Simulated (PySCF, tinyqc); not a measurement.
CCD on RHF in the sto-3g basis, frozen core, for LiH, spin multiplicity 1, step by step. The lowest restricted solution is unstable here: a spin-polarised one lies 0.0237 hartree lower (PySCF). Computed by tinyqc, a small Python program that keeps every step (integrals from PySCF). Settings: charge = 0, multiplicity = 1, basis = sto-3g, method = RHF, frozen orbitals = 1, energy threshold = 1e-10, iteration cap = 80, orthogonalisation = symmetric, start = atomic densities, DIIS depth = 6, amplitude equations = CCD, DIIS depth for amplitudes = 4, cap on updates = 79. Command: `OMP_NUM_THREADS=1 python tinyqc.py 30200 30201 out.jsonl` (the two numbers bound the seeds that draw the settings). One thread of a shared host (Intel(R) Xeon(R) Processor @ 2.60GHz), about 0.1 s of CPU time with the checks. Later iterations appear only in the table of the cycle.

## One-electron integrals

Geometry (angstrom):
```
atom,x,y,z
Li,0.000000,0.000000,0.000000
H,0.000000,0.000000,2.455000
```

Basis sto-3g: exponents (1/bohr^2) and contraction coefficients of normalised primitives:
```
element,l (shell),exponent,coefficient
Li,s (1),16.119575,0.154329
Li,s (1),2.936201,0.535328
Li,s (1),0.794651,0.444635
Li,s (2),0.636290,-0.099967
Li,s (2),0.147860,0.399513
Li,s (2),0.048089,0.700115
Li,p (3),0.636290,0.155916
Li,p (3),0.147860,0.607684
Li,p (3),0.048089,0.391957
H,s (1),3.425251,0.154329
H,s (1),0.623914,0.535328
H,s (1),0.168855,0.444635
```

Overlap, kinetic and nuclear-attraction integrals over the contracted functions; the nuclear repulsion is the sum of Za Zb / Rab.

nuclear repulsion = 0.64665240 hartree

overlap S, lower triangle:
```
,1Li 1s,1Li 2s,1Li 2px,1Li 2py,1Li 2pz,2H 1s
1Li 1s,1.000000
1Li 2s,0.241137,1.000000
1Li 2px,0.000000,0.000000,1.000000
1Li 2py,0.000000,0.000000,0.000000,1.000000
1Li 2pz,0.000000,0.000000,0.000000,0.000000,1.000000
2H 1s,0.009184,0.205461,0.000000,0.000000,0.306988,1.000000
```

kinetic energy T (hartree), lower triangle:
```
,1Li 1s,1Li 2s,1Li 2px,1Li 2py,1Li 2pz,2H 1s
1Li 1s,3.576786
1Li 2s,-0.020237,0.102163
1Li 2px,0.000000,0.000000,0.319682
1Li 2py,0.000000,0.000000,0.000000,0.319682
1Li 2pz,0.000000,0.000000,0.000000,0.000000,0.319682
2H 1s,-0.004862,0.004857,0.000000,0.000000,0.029288,0.760032
```

nuclear attraction V (hartree), lower triangle:
```
,1Li 1s,1Li 2s,1Li 2px,1Li 2py,1Li 2pz,2H 1s
1Li 1s,-8.198432
1Li 2s,-1.016320,-1.417682
1Li 2px,0.000000,0.000000,-1.389924
1Li 2py,0.000000,0.000000,0.000000,-1.389924
1Li 2pz,-0.006841,-0.075118,0.000000,0.000000,-1.443978
2H 1s,-0.035818,-0.300883,0.000000,0.000000,-0.453764,-1.873249
```

core Hamiltonian H = T + V (hartree), lower triangle:
```
,1Li 1s,1Li 2s,1Li 2px,1Li 2py,1Li 2pz,2H 1s
1Li 1s,-4.621646
1Li 2s,-1.036558,-1.315518
1Li 2px,0.000000,0.000000,-1.070242
1Li 2py,0.000000,0.000000,0.000000,-1.070242
1Li 2pz,-0.006841,-0.075118,0.000000,0.000000,-1.124296
2H 1s,-0.040680,-0.296026,0.000000,0.000000,-0.424476,-1.113217
```

## Two-electron integrals

Functions are numbered as in S; the eight-fold symmetry (ij|kl) = (ji|kl) = (kl|ij) leaves the list below.

Two-electron integrals (ij|kl) in chemists' order, unique and non-zero (hartree):
```
i,j,k,l,(ij|kl)
1,1,1,1,1.680395
2,1,1,1,0.265420
2,1,2,1,0.049941
2,2,1,1,0.397727
2,2,2,1,0.092860
2,2,2,2,0.290562
3,1,3,1,0.008981
3,2,3,1,0.013788
3,2,3,2,0.064184
3,3,1,1,0.396640
3,3,2,1,0.092880
3,3,2,2,0.290497
3,3,3,3,0.312946
4,1,4,1,0.008981
4,2,4,1,0.013788
4,2,4,2,0.064184
4,3,4,3,0.016869
4,4,1,1,0.396640
4,4,2,1,0.092880
4,4,2,2,0.290497
4,4,3,3,0.279207
4,4,4,4,0.312946
5,1,5,1,0.008981
5,2,5,1,0.013788
5,2,5,2,0.064184
5,3,5,3,0.016869
5,4,5,4,0.016869
5,5,1,1,0.396640
5,5,2,1,0.092880
5,5,2,2,0.290497
5,5,3,3,0.279207
5,5,4,4,0.279207
5,5,5,5,0.312946
6,1,1,1,0.009357
6,1,2,1,0.001797
6,1,2,2,0.003493
6,1,3,3,0.003444
6,1,4,4,0.003444
6,1,5,1,0.000259
6,1,5,2,0.000513
6,1,5,5,0.003593
6,1,6,1,0.000074
6,2,1,1,0.055960
6,2,2,1,0.013386
6,2,2,2,0.049272
6,2,3,3,0.046313
6,2,4,4,0.046313
6,2,5,1,0.001970
6,2,5,2,0.015679
6,2,5,5,0.055140
6,2,6,1,0.000604
6,2,6,2,0.018804
6,3,3,1,0.000638
6,3,3,2,0.003837
6,3,5,3,0.001903
6,3,6,3,0.000820
6,4,4,1,0.000638
6,4,4,2,0.003837
6,4,5,4,0.001903
6,4,6,4,0.000820
6,5,1,1,0.080299
6,5,2,1,0.019283
6,5,2,2,0.072332
6,5,3,3,0.067444
6,5,4,4,0.067444
6,5,5,1,0.003026
6,5,5,2,0.024339
6,5,5,5,0.082038
6,5,6,1,0.000882
6,5,6,2,0.029190
6,5,6,5,0.045471
6,6,1,1,0.215539
6,6,2,1,0.051967
6,6,2,2,0.208647
6,6,3,3,0.192483
6,6,4,4,0.192483
6,6,5,1,0.006826
6,6,5,2,0.071572
6,6,5,5,0.240748
6,6,6,1,0.002327
6,6,6,2,0.107851
6,6,6,5,0.170675
6,6,6,6,0.774606
```

## Orthogonalisation

S = U s U^T; symmetric (Loewdin) form X = U s^(-1/2) U^T, so that X^T S X = 1.

eigenvalues of S: 0.602972  0.811581  1.000000  1.000000  1.181216  1.404231

X, lower triangle:
```
,1Li 1s,1Li 2s,1Li 2px,1Li 2py,1Li 2pz,2H 1s
1Li 1s,1.023301
1Li 2s,-0.128200,1.041688
1Li 2px,0.000000,0.000000,1.000000
1Li 2py,0.000000,0.000000,0.000000,1.000000
1Li 2pz,-0.004367,0.027277,0.000000,0.000000,1.039352
2H 1s,0.016390,-0.116094,0.000000,0.000000,-0.168337,1.057477
```

## Starting guess

The start is atomic minimal-basis densities projected into this basis (PySCF's MINAO start) and scaled to the electron count of each spin; this density is not idempotent, so its energy is not variational and may lie below the converged one.

D at the start, lower triangle:
```
,1Li 1s,1Li 2s,1Li 2px,1Li 2py,1Li 2pz,2H 1s
1Li 1s,2.075492
1Li 2s,-0.223827,1.015382
1Li 2px,0.000000,0.000000,0.000000
1Li 2py,0.000000,0.000000,0.000000,0.000000
1Li 2pz,0.004884,-0.007498,0.000000,0.000000,0.002602
2H 1s,-0.022931,0.091960,0.000000,0.000000,0.048173,0.947525
```

## Iteration 1: building the Fock matrix

J_ij = sum D_kl (ij|kl), K_ij = sum D_kl (ik|jl); F = H + J - 0.5 K; E = tr D H + tr D J / 2 - 0.25 tr D K + E_nn.

Coulomb J (hartree), lower triangle:
```
,1Li 1s,1Li 2s,1Li 2px,1Li 2py,1Li 2pz,2H 1s
1Li 1s,3.995535
1Li 2s,0.676529,1.293266
1Li 2px,0.000000,0.000000,1.274577
1Li 2py,0.000000,0.000000,0.000000,1.274577
1Li 2pz,0.006991,0.072193,0.000000,0.000000,1.323419
2H 1s,0.024564,0.268545,0.000000,0.000000,0.402778,1.405694
```

exchange K (hartree), lower triangle:
```
,1Li 1s,1Li 2s,1Li 2px,1Li 2py,1Li 2pz,2H 1s
1Li 1s,3.419560
1Li 2s,0.545921,0.385059
1Li 2px,0.000000,0.000000,0.079321
1Li 2py,0.000000,0.000000,0.000000,0.079321
1Li 2pz,0.002309,0.036955,0.000000,0.000000,0.133780
2H 1s,0.022793,0.176238,0.000000,0.000000,0.200149,0.788797
```

Fock matrix F (hartree), lower triangle:
```
,1Li 1s,1Li 2s,1Li 2px,1Li 2py,1Li 2pz,2H 1s
1Li 1s,-2.335890
1Li 2s,-0.632990,-0.214781
1Li 2px,0.000000,0.000000,0.164674
1Li 2py,0.000000,0.000000,0.000000,0.164674
1Li 2pz,-0.001005,-0.021402,0.000000,0.000000,0.132233
2H 1s,-0.027512,-0.115600,0.000000,0.000000,-0.121772,-0.101922
```

total energy of this density = -7.61562915 hartree

This density is the starting one; it is not idempotent, so its energy is not variational and may lie below the converged one.

## Iteration 1: diagonalisation and new density

Diagonalise F' = X^T F X, C = X C', fill 2 alpha and 2 beta electrons from the bottom; D = 2 C_occ C_occ^T. Each column has its largest component positive (the first on a tie).

F' = X^T F X (hartree), lower triangle:
```
,1,2,3,4,5,6
1,-2.283924
2,-0.350186,-0.076961
3,0.000000,0.000000,0.164674
4,0.000000,0.000000,0.000000,0.164674
5,-0.005335,0.011669,0.000000,0.000000,0.182331
6,0.019197,-0.104650,0.000000,0.000000,-0.144766,-0.041388
```

orbital energies (hartree): MO1 -2.338164, MO2 -0.170448, MO3 0.022676, MO4 0.164674, MO5 0.164674, MO6 0.265995

coefficients C:
```
,MO1,MO2,MO3,MO4,MO5,MO6
1Li 1s,0.991616,-0.140844,-0.235323,0.000000,0.000000,-0.073149
1Li 2s,0.032844,0.483561,0.889150,0.000000,0.000000,0.300453
1Li 2px,0.000000,0.000000,0.000000,0.921882,-0.387471,0.000000
1Li 2py,0.000000,0.000000,0.000000,0.387471,0.921882,0.000000
1Li 2pz,0.001426,0.197984,-0.350198,0.000000,0.000000,0.973404
2H 1s,-0.003061,0.715925,-0.444013,0.000000,0.000000,-0.671295
```

D after iteration 1, lower triangle:
```
,1Li 1s,1Li 2s,1Li 2px,1Li 2py,1Li 2pz,2H 1s
1Li 1s,2.006280
1Li 2s,-0.071077,0.469820
1Li 2px,0.000000,0.000000,0.000000
1Li 2py,0.000000,0.000000,0.000000,0.000000
1Li 2pz,-0.052941,0.191568,0.000000,0.000000,0.078399
2H 1s,-0.207737,0.692186,0.000000,0.000000,0.283474,1.025115
```

Within a degenerate level the vectors are fixed only up to a rotation; this is one choice.

## Iteration 9 (converged): orbitals

converged F (hartree), lower triangle:
```
,1Li 1s,1Li 2s,1Li 2px,1Li 2py,1Li 2pz,2H 1s
1Li 1s,-2.372750
1Li 2s,-0.644292,-0.204596
1Li 2px,0.000000,0.000000,0.156976
1Li 2py,0.000000,0.000000,0.000000,0.156976
1Li 2pz,0.013157,-0.047077,0.000000,0.000000,0.079631
2H 1s,-0.025327,-0.168490,0.000000,0.000000,-0.168448,-0.061782
```

As before.

F' = X^T F X (hartree), lower triangle:
```
,1,2,3,4,5,6
1,-2.319232
2,-0.360402,-0.051399
3,0.000000,0.000000,0.156976
4,0.000000,0.000000,0.000000,0.156976
5,0.010715,-0.003048,0.000000,0.000000,0.141891
6,0.027727,-0.167490,0.000000,0.000000,-0.194479,0.030776
```

orbital energies (hartree): MO1 -2.375172, MO2 -0.212652, MO3 0.066061, MO4 0.156976, MO5 0.156976, MO6 0.323799

coefficients C:
```
,MO1,MO2,MO3,MO4,MO5,MO6
1Li 1s,0.991578,-0.149035,-0.217086,0.000000,0.000000,0.106318
1Li 2s,0.032891,0.525171,0.800604,0.000000,0.000000,-0.444878
1Li 2px,0.000000,0.000000,0.000000,-0.280810,0.959763,0.000000
1Li 2py,0.000000,0.000000,0.000000,0.959763,0.280810,0.000000
1Li 2pz,-0.004224,0.311719,-0.569246,0.000000,0.000000,-0.829533
2H 1s,-0.002013,0.624487,-0.255768,0.000000,0.000000,0.839605
```

D after iteration 9, lower triangle:
```
,1Li 1s,1Li 2s,1Li 2px,1Li 2py,1Li 2pz,2H 1s
1Li 1s,2.010875
1Li 2s,-0.091310,0.553774
1Li 2px,0.000000,0.000000,0.000000
1Li 2py,0.000000,0.000000,0.000000,0.000000
1Li 2pz,-0.101291,0.327134,0.000000,0.000000,0.194374
2H 1s,-0.190133,0.655794,0.000000,0.000000,0.389347,0.779977
```

Within a degenerate level the vectors are fixed only up to a rotation; this is one choice.

## Convergence

Stop when the energy changes by less than 1e-10 hartree and every element of the error matrix X^T (F D S - S D F) X is below 3e-06.

Course of the cycle:
```
iteration,E (hartree),change,largest element of the error matrix
1,-7.61562915,-,8.44e-02
2,-7.76205520,-1.46e-01,8.55e-02
3,-7.77094143,-8.89e-03,5.12e-02
4,-7.77619299,-5.25e-03,6.97e-03
5,-7.77649439,-3.01e-04,1.97e-03
6,-7.77650428,-9.89e-06,2.74e-04
7,-7.77650439,-1.14e-07,1.86e-05
8,-7.77650439,-6.95e-10,2.57e-07
9,-7.77650439,-1.88e-13,9.53e-09
```

PySCF RHF in the same basis = -7.77650439 hartree

Converged in 9 iterations.

## Populations, bond orders and dipole

Mulliken: Z minus the diagonal of D S on the atom; Loewdin: the same with S^(1/2) D S^(1/2); Mayer order: 2 sum_s sum (D(s) S)_ij (D(s) S)_ji over the two atoms.

Charges (e):
```
atom,Mulliken,Loewdin
1Li,0.032496,0.029673
2H,-0.032496,-0.029673
```

Mayer bond orders:
```
pair,order
2-1,0.998944
```

dipole moment about the origin, x y z (debye): 0.000000  0.000000  -5.178465

## Integrals over molecular orbitals

(pq|rs) = sum C_ip C_jq C_kr C_ls (ij|kl), one index at a time.

one-electron integrals over orbitals h = C^T H C (hartree), lower triangle:
```
,1,2,3,4,5,6
1,-4.612910
2,0.096130,-1.222422
3,0.159283,0.000577,-1.077948
4,0.000000,0.000000,0.000000,-1.070242
5,0.000000,0.000000,0.000000,0.000000,-1.070242
6,-0.050364,0.065990,0.013748,0.000000,0.000000,-1.022028
```

Two-electron integrals over orbitals (pq|rs), unique and non-zero (hartree); the lowest 1 orbital is frozen and left out:
```
p,q,r,s,(pq|rs)
2,2,2,2,0.431574
3,2,2,2,-0.068313
3,2,3,2,0.030625
3,3,2,2,0.212626
3,3,3,2,0.017739
3,3,3,3,0.319334
4,2,4,2,0.020842
4,3,4,2,0.021448
4,3,4,3,0.041344
4,4,2,2,0.232582
4,4,3,2,0.020260
4,4,3,3,0.276726
4,4,4,4,0.312946
5,2,5,2,0.020842
5,3,5,2,0.021448
5,3,5,3,0.041344
5,4,5,4,0.016869
5,5,2,2,0.232582
5,5,3,2,0.020260
5,5,3,3,0.276726
5,5,4,4,0.279207
5,5,5,5,0.312946
6,2,2,2,0.102430
6,2,3,2,-0.053727
6,2,3,3,-0.015409
6,2,4,4,-0.044020
6,2,5,5,-0.044020
6,2,6,2,0.132229
6,3,2,2,-0.065361
6,3,3,2,0.025837
6,3,3,3,0.037226
6,3,4,4,0.012519
6,3,5,5,0.012519
6,3,6,2,-0.045238
6,3,6,3,0.038226
6,4,4,2,-0.017286
6,4,4,3,-0.010397
6,4,6,4,0.018283
6,5,5,2,-0.017286
6,5,5,3,-0.010397
6,5,6,5,0.018283
6,6,2,2,0.399041
6,6,3,2,-0.051468
6,6,3,3,0.240401
6,6,4,4,0.253080
6,6,5,5,0.253080
6,6,6,2,0.077438
6,6,6,3,-0.047448
6,6,6,6,0.390483
```

## CCD: starting amplitudes

t_ij^ab = <ij||ab> / (e_i + e_j - e_a - e_b), whose energy is MP2.

Starting amplitudes (spin orbitals 1a, 1b, ...; amplitudes related by a flip of all spins are not repeated):
```
from,to,t
2a 2b,6a 6b,-0.123244
2a 2b,3a 6b,0.065910
2a 2b,3a 3b,-0.054940
2a 2b,4a 4b,-0.028193
2a 2b,5a 5b,-0.028193
```

correlation energy = -0.02623637 hartree

## CCD: amplitude update 1

t_ij^ab D_ij^ab are set to the remaining terms of the spin-orbital equations, evaluated with the old amplitudes; for the doubles these are <ij||ab> + 1/2 <ab||ef> t_ij^ef + 1/2 <mn||ij> t_mn^ab + P(ij)P(ab) <mb||ej> t_im^ae + terms in t^2, D the orbital-energy denominators.

Amplitudes after update 1 (spin orbitals 1a, 1b, ...; amplitudes related by a flip of all spins are not repeated):
```
from,to,t
2a 2b,6a 6b,-0.179486
2a 2b,3a 6b,0.103556
2a 2b,3a 3b,-0.070510
2a 2b,4a 4b,-0.024071
2a 2b,5a 5b,-0.024071
```

correlation energy = -0.03802345 hartree

## CCD: convergence

E_corr = 1/4 sum <ij||ab> t_ij^ab; stop when the norm of the change is below 1e-8.

Course of the amplitude iterations:
```
update,correlation energy (hartree),norm of the change
0,-0.02623637,-
1,-0.03802345,1.58e-01
2,-0.04340473,7.53e-02
3,-0.04784892,3.48e-02
4,-0.04770483,1.75e-03
5,-0.04773913,4.72e-04
6,-0.04773834,2.79e-05
7,-0.04773836,2.88e-06
8,-0.04773833,4.56e-07
9,-0.04773833,2.79e-09
```

Converged amplitudes (spin orbitals 1a, 1b, ...; amplitudes related by a flip of all spins are not repeated):
```
from,to,t
2a 2b,6a 6b,-0.223040
2a 2b,3a 6b,0.137590
2a 2b,3a 3b,-0.092209
2a 2b,4a 4b,-0.015295
2a 2b,5a 5b,-0.015295
```

CCD total energy = -7.82424273 hartree

Converged in 9 updates, with DIIS from the third.
